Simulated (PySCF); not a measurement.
BeH, multiplicity 2. Atoms are numbered in the order given.

```xyz
2

Be     0.0000     0.0000    -0.2707
H      0.0000     0.0000     1.0828
```
Charge 0, spin multiplicity 2.

Coordinates come from a PBE0-D3(BJ)/def2-TZVPD optimisation. The multiplicity is an assumed one; other spin states were not compared.

Calculation: PySCF with ωB97X/def2-TZVPD.

The molecule is in vacuum.

```yaml
total_energy: -15.24839 hartree
point_group: C∞v
"α spin, highest occupied and lowest empty level": -7.80 and 0.60 eV
"β spin, highest occupied and lowest empty level": -11.87 and -1.08 eV
dipole_moment: 0.18 D
mean_static_polarisability: 34.4 bohr³ (5.10 Å³)
polarisability_principal_values: 26.9, 38.2, 38.2 bohr³
"⟨S²⟩": 0.751 (pure state 0.75)
```
